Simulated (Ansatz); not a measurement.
## A barrier at the coupled-cluster level

Start structure (CH$_{6}$Si, singlet), relaxed at PBE0-D4/def2-TZVP:

```csv
atom,x (Å),y (Å),z (Å)
Si1,-0.2180,-0.8457,-0.1331
H2,-1.5438,-0.9492,-0.8010
H3,0.7909,-1.5195,-0.9950
H4,-0.2901,-1.5800,1.1593
C5,0.2435,0.9451,0.1486
H6,1.2164,1.0225,0.6392
H7,0.2972,1.4856,-0.7991
H8,-0.4961,1.4411,0.7810
```

The step: CH₆Si ([CH3][SiH3]) → CH₄Si ([CH3][SiH]) + H₂; bonds formed: H2–H3; bonds broken: Si1–H2, Si1–H3. Computed with Ansatz 0.2.0 (basis: def2-TZVPP and def2-QZVPP); correlated methods freeze the cores. Extrapolation: Hartree–Fock as exp(−7.88 √X), correlation as X^−2.97. Energies below are by CCSD(T) at an estimated basis limit (MP2 extrapolated from triple and quadruple zeta, plus CCSD(T) − MP2 in triple zeta).

**Question.** What are the electronic barrier and the energy of the step, from the start structure to the end structure? (Judge from chemistry; the value comes from the calculation.)

**Answer.** Computed: Barrier 63.96 kcal/mol; step energy 57.97 kcal/mol (uphill); reverse barrier, their difference, 5.99 kcal/mol. Barrier and step energy count from the start structure, the reverse barrier from the end structure.

The saddle point: One imaginary mode of 1041i cm⁻¹.
```tsv
pair	start (Å)	saddle (Å)	end (Å)
H2–H3	2.41	1.09	0.81
Si1–H2	1.49	1.54	1.79
Si1–H3	1.49	1.66	1.88
```

Zero-point energy (harmonic, PBE0-D4): ZPE is 38.19 kcal/mol at the start and 35.80 kcal/mol at the saddle, so the barrier goes from 63.96 to 61.57 kcal/mol.

First-order rate constant out of the start structure at 498 K by transition-state theory, with harmonic vibrational free energies alone and no tunnelling: ΔA‡ = 61.41 kcal/mol, so k = (kB T/h) exp(−ΔA‡/kB T) ≈ 10^-14 s⁻¹ (an order of magnitude at best: rotation, the number of equivalent paths and anharmonicity are left out).

T1 diagnostic: at most 0.013. The restricted Hartree–Fock reference is unstable towards an unrestricted one at one or more of these structures.

Losses and insertions of silylenes and their heavier kin drive the gas-phase chemistry of silicon and germanium vapour deposition.

Labels in which every atom is bracketed show which atoms are joined, not bond orders.

For scale, one of the runs: CCSD(T)/def2-TZVPP, 157 basis functions, launched by `ansatz run in.yaml --threads 2 --pin off --events-out ev --progress --plain --max-ram 4352MiB`. Hardware: 2 CPU threads of an Intel Xeon 6975P-C, shared host. Wall time 5.5 s; peak host memory 1.2 GiB.
